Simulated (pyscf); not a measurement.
Single points on ωB97X-D3(BJ)/def2-SVP structures (PySCF, gas phase).

For the elementary gas-phase step H₃C–CH•–SiH₃ + CH₄ → H₃C–CH₂–SiH₃ + CH₃• (doublet surface; C–H broken, C–H formed), what barrier and reaction energy does ωB97M-D3(BJ)/def2-TZVP give, measured from the separated reactants?

ΔE‡ = 20.9 kcal/mol, ΔE = +8.9 kcal/mol. Zero-point energy shifts the barrier by -1.5 kcal/mol. It is a hydrogen abstraction, with an imaginary mode of 1740i cm⁻¹. H₃C–CH•–SiH₃ lies 17.7 kcal/mol over its isomer H₃C–SiH•–CH₃ (electronic energy, ωB97M-D3(BJ)/def2-TZVP). H₃C–CH₂–SiH₃ lies 12.8 kcal/mol over its isomer H₃C–SiH₂–CH₃ (electronic energy, ωB97M-D3(BJ)/def2-TZVP). This is the saddle that the search found; another between the same sides may lie lower. The angle at the transferred H is 176°.
